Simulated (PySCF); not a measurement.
Gas-phase reaction: HNC + 4 SiH₄ + 2 C₂H₂ (acetylene) ⇌ H₃SiN(CH₃)₂ + 3 CH₃SiH

Computed with PySCF and rigid-rotor harmonic-oscillator thermochemistry at 1 bar. † marks an energy on the PBE0/def2-TZVP geometry and frequencies. MP2 freezes the core. All species are closed-shell singlets. CH₃SiH: computed as isolated molecules; such fragments, hydroxides, amides, oligomers or adducts are transient or little studied in the gas. MP2 isn't extrapolated to the basis-set limit.

LDA/def2-TZVP† gives ΔH°(298 K) = -362 kJ.

Q: What do M06-2X/def2-TZVP†, MP2/def2-TZVPP†, PBE/def2-TZVP† give?

A: M06-2X/def2-TZVP†: -211 kJ; MP2/def2-TZVPP†: -149 kJ; PBE/def2-TZVP†: -220 kJ. For scale, ΔH°(298 K) is -362 kJ at this level, -201 kJ at ωB97M-V/def2-TZVP†, and runs from -362 to -51 kJ over the 19 levels computed.
